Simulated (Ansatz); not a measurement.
Results of LDA (plane waves, PAW; Ansatz, a first-principles code) for Na2CaV4O12 (P4/nbm, No. 125; cell taken from a computed entry).

Numerical settings: plane-wave cutoff 520 eV, 4×4×8 k mesh (along the axes of the cell as run), Fermi–Dirac smearing 0.01 eV, no spin polarisation, scalar-relativistic PAW data made under PBE.

Cell (relaxed with PBEsol):

```
CaNa2V4O12
1.0
   10.34505     0.00000     0.00000
    0.00000    10.34505     0.00000
    0.00000     0.00000     4.95564
Na Ca V O
4 2 8 24
Direct
  0.75000   0.75000   0.50000
  0.25000   0.75000   0.50000
  0.25000   0.25000   0.50000
  0.75000   0.25000   0.50000
  0.00000   0.00000   0.50000
  0.50000   0.50000   0.50000
  0.27675   0.00000   0.00000
  0.00000   0.27675   0.00000
  0.72325   0.00000   0.00000
  0.00000   0.72325   0.00000
  0.22325   0.50000   0.00000
  0.50000   0.22325   0.00000
  0.77675   0.50000   0.00000
  0.50000   0.77675   0.00000
  0.43462   0.31108   0.24173
  0.68892   0.43462   0.24173
  0.56538   0.68892   0.24173
  0.31108   0.56538   0.24173
  0.43462   0.68892   0.75827
  0.68892   0.56538   0.75827
  0.56538   0.31108   0.75827
  0.31108   0.43462   0.75827
  0.06538   0.18892   0.75827
  0.81108   0.06538   0.75827
  0.93462   0.81108   0.75827
  0.18892   0.93462   0.75827
  0.06538   0.81108   0.24173
  0.81108   0.93462   0.24173
  0.93462   0.18892   0.24173
  0.18892   0.06538   0.24173
  0.12149   0.37851   0.14705
  0.62149   0.12149   0.14705
  0.87851   0.62149   0.14705
  0.37851   0.87851   0.14705
  0.12149   0.62149   0.85295
  0.62149   0.87851   0.85295
  0.87851   0.37851   0.85295
  0.37851   0.12149   0.85295
```

Problem. What does this level give for the band gap?

Solution. 
- band gap: 2.83 eV (direct)

Note: cell and atoms aren't relaxed at this level (largest force component 0.26 eV/Å, pressure -4.2 GPa).

Computed values are for the static lattice.

Computing time: around 6 core-minutes (rough).
